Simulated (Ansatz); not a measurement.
System: solid iodine. Method: PBE-D3(BJ) (Ansatz, a first-principles code, plane waves, PAW).

Numerical settings: plane-wave cutoff 520 eV, 8×8×4 k mesh (along the axes of the cell as run), Fermi–Dirac smearing 0.01 eV, scalar-relativistic PAW data made under PBE.

Equation-of-state points:

| V (Å³/atom) | E − E_lowest (meV/atom) | P (GPa) |
|---|---|---|
| 38.149 | 2.60 | 0.557 |
| 38.944 | 0.62 | 0.256 |
| 39.739 | 0.00 | -0.001 |
| 40.534 | 0.55 | -0.217 |
| 41.328 | 2.09 | -0.402 |

Estimate the bulk modulus from the pressures at 38.944 and 40.534 Å³/atom, and compare it with a fit to all energies.

B = −V dP/dV. Between V = 38.944 and 40.534 Å³/atom, dP/dV = (-0.217 − (0.256))/(40.534 − 38.944) = -0.297 GPa per Å³/atom; at the midpoint 39.739 Å³/atom this gives B ≈ 11.8 GPa. The third-order Birch–Murnaghan fit gives V0 = 39.739 Å³/atom, B0 = 11.7 GPa, B′ = 7.3, which lies within 1 % of that estimate.

Shape and atoms are relaxed at each volume.

Note: the bulk modulus comes from volumes at which shape and atoms were relaxed.

Spin–orbit coupling is not included.

The computed numbers hold no vibrational or temperature effects.

Cost on a shared machine: about 10 core-minutes (a rough figure).
